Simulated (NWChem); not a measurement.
# CH3, doublet; SMILES [CH3]

```xyz
4

C      0.0000     0.0000     0.0000
H     -0.7709    -0.7709     0.0000
H     -0.2822     1.0531     0.0000
H      1.0531    -0.2822     0.0000
```
Atoms are numbered in this order, from 1.

Program: NWChem. Geometry optimised at PBE0/def2-SVP; all other runs use it. Spin-unrestricted. In the optimisation the excess spin sits in a2" (D3h, its own frame). Spin-orbit coupling enters the g values alone. Excited states of an open shell can be spin-contaminated.

```json
[
 {"quantity": "vertical, lowest excitation (eV)", "level": "CAM-B3LYP/aug-cc-pVDZ, TDA", "value": "?"},
 {"quantity": "Δg2 (ppt)", "level": "B3LYP/x2c-SVPall, ZORA", "value": "?"},
 {"quantity": "A(iso) 1H atom 4 (MHz)", "level": "B3LYP/pcJ-1", "value": "-66.8"},
 {"quantity": "cavity-dispersion-structure term (kcal/mol) in diethyl ether", "level": "M06-2X/def2-SVP, SMD", "value": "1.8"},
 {"quantity": "lowest empty minus highest occupied level, either spin (eV)", "level": "M06-L/def2-SVP", "value": "3.57"},
 {"quantity": "highest harmonic frequency (cm⁻¹)", "level": "PBE0/def2-SVP", "value": "?"}
]
```

Task: Some entries are withheld; supply them.

Result: 
- vertical, lowest excitation (eV), value: 5.47
- Δg2 (ppt), value: 0.68
- highest harmonic frequency (cm⁻¹), value: 3331
